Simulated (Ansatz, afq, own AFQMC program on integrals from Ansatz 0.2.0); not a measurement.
**B$_{2}$, singlet: AFQMC among the cluster methods**

```xyz
2

B     0.0000    0.0000    0.0000
B     0.0000    0.0000    2.0130
```

Basis cc-pVDZ. Only valence electrons are correlated. Integrals, coupled cluster, full CI and functionals: Ansatz 0.2.0; the random walks run on the same integrals in our own AFQMC program. The CISD trial takes its coefficients from CCSD amplitudes. Released means that phaseless walkers are propagated on without the constraint, phases kept. ± is one standard error of the sampling.

Determinant: RHF, the one that the program's search chose, which needn't be the lowest solution. The geometry is a point of a scan.

Full CI on the same integrals is exact in this basis and with this determinant's frozen core.

Cautions: higher spins were not checked; restricted determinant unstable towards unrestricted (UHF 1.08 eV lower, ⟨S²⟩ 1.27); the ph-AFQMC/CISD walk drifts between its halves (2.8 errors); the released energy hasn't reached full CI (47 meV above it at 2.40 1/Eh), so no released level is given (meV from the phaseless value at times in 1/Eh: -11 ± 5 at 0.24, -18 ± 5 at 0.51, -30 ± 5 at 0.99, -43 ± 4 at 1.62, -35 ± 5 at 2.40); CCSDTQ on the UHF determinant differs (565 meV lower), perhaps since the unrestricted series falls towards higher spin.

* T1 diagnostic: 0.0173
* weight of the determinant in the CISD state: 0.831
* size of the correlated space: 6 electrons in 26 orbitals

| level | correlation energy (eV) |
| --- | --- |
| MP2 | -2.7250 |
| CCSD | -4.0494 |
| CCSD(T) | -4.1625 |

**Question.** Estimate where full CI lies against CCSD(T) on the same integrals.

**Answer.** 3.45 mEh below CCSD(T).

Reference: full CI, correlation energy -4.256 eV.

```tsv
level	E − E(reference) (mEh)	share of correlation (%)
CCSD(T)	3.45	97.79
CCSDT	1.56	99.01
CCSDT(Q)	0.86	99.45
CCSDTQ	0.11	99.93
ph-AFQMC/CISD	3.01 ± 0.14	98.08
```

CCSDT and higher add their correlation energy to the determinant of the CCSD(T) run, since their own runs factorise the integrals more tightly (a shift of under 2 meV). A walk keeps the symmetry of its determinant, which the program's search chose and which needn't be the lowest solution, so a lower state of the same spin and another symmetry isn't excluded.
